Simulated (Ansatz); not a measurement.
**Relaxing CO**

Method: DFT PBE, scalar-relativistic, plane waves, PAW (Ansatz). Cutoff 420 eV, Γ-centred k mesh, Gaussian smearing, no spin polarisation in the final step.

A relaxed cell is given with its space group left out.

```yaml
crystal:
  lattice:
    - [6.09783, 0.00000, 0.00000]
    - [0.00000, 6.09783, 0.00000]
    - [0.00000, 0.00000, 6.09783]
  atoms:
    - { symbol: C, position: [0.96615, 0.96615, 0.96615] }
    - { symbol: C, position: [0.53385, 0.03385, 0.46615] }
    - { symbol: C, position: [0.46615, 0.53385, 0.03385] }
    - { symbol: C, position: [0.03385, 0.46615, 0.53385] }
    - { symbol: O, position: [0.07361, 0.07361, 0.07361] }
    - { symbol: O, position: [0.42639, 0.92639, 0.57361] }
    - { symbol: O, position: [0.57361, 0.42639, 0.92639] }
    - { symbol: O, position: [0.92639, 0.57361, 0.42639] }
```

The zero of energy is the elements' standard structures at the same level (O₂ as a molecule); no fitted shifts are applied.

Problem. What space group does it have?

Solution. P2_13 (No. 198). Conventional cell: a = 6.098 Å. C has 1 O at 1.14 Å; O is coordinated by 1 C at 1.14 Å.

Problem. What is its formation energy per atom?

Solution. -0.365 eV/atom.

Problem. Is it a metal?

Solution. No, the gap on the 4×4×4 mesh is 6.30 eV.

The final run used a 4×4×4 mesh on its 8-atom cell and 0.02 eV smearing. No dispersion correction is applied, so the spacing between layers, chains or molecules is poorly fixed, and with it the volume and density.

Cost: 4 runs of about 2.2 core-minutes in all, on Arm Neoverse V1 (shared hosts).